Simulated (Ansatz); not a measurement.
A nudged elastic band was laid between two geometries of CH₄N₂S (8 atoms, charge 0, multiplicity 1).

All numbers below come from RKS B3LYP/cc-pVDZ (Ansatz 0.2.0).

```
movable images  : 5
climbing image  : yes
spring          : 5.0 eV/Å²
optimiser       : quadratic models (default)
start path      : through a guess of the saddle point
force threshold : 0.05 eV/Å
iteration limit : 60
end points      : relaxed
```

Image 0:

```xyz
8
Properties=species:S:1:pos:R:3
N -0.003 1.158 -0.271
C -0.200 -0.195 -0.349
N 0.265 -0.902 0.727
S -0.950 -0.927 -1.657
H -0.170 1.659 -1.136
H 0.764 1.508 0.296
H -0.043 -1.867 0.763
H 0.337 -0.433 1.626
```

Image 6:

```xyz
8
Properties=species:S:1:pos:R:3
N 0.278 1.097 -0.366
C -0.132 -0.210 -0.372
N -0.105 -0.822 0.852
S -0.626 -0.997 -1.767
H 0.185 1.634 0.492
H 0.082 1.604 -1.221
H -0.223 -1.829 0.824
H 0.540 -0.477 1.558
```

**Question.** What changes between the two ends?

**Answer.** No bond is made or broken. The dihedral H6–N1–C2–S4 goes from -154 to 12°. The two ends are copies of one structure, up to a mirror image or an exchange of like atoms.

**Question.** What energy profile does the band end with?

**Answer.** It converged. The highest image is number 3 of 0 to 6, 0.40 eV above the ends, which have the same energy within 2 meV. A vibrational analysis at the climbing image gives one clearly imaginary mode, 335i cm⁻¹: a first-order saddle point.

```csv
image,path coordinate (Å),energy (eV),dihedral H6–N1–C2–S4 (°)
0,0.00,0.00,-154
1,0.53,0.11,-119
2,1.05,0.31,-85
3,1.58,0.40,-54
4,2.11,0.31,-27
5,2.63,0.11,-5
6,3.16,0.00,12
```

**Question.** What is the geometry of the highest image?

**Answer.** 
```xyz
8
Properties=species:S:1:pos:R:3
N 0.204 1.186 -0.066
C -0.098 -0.207 -0.314
N -0.013 -0.916 0.823
S -0.500 -0.867 -1.792
H -0.593 1.721 -0.425
H 0.954 1.437 -0.719
H -0.196 -1.912 0.811
H 0.242 -0.441 1.682
```

**Question.** What are the harmonic wavenumbers there?

**Answer.** 335i, 390, 396, 451, 562, 670, 765, 975, 1000, 1212, 1305, 1405, 1585, 1636, 3451, 3503, 3547, 3700 cm⁻¹.

The band took 8 iterations and of the order of 2.2 core-minutes.

The run took 2.2 min on 1 thread of Arm Neoverse V1, on a shared host, peak memory 0.15 GiB.
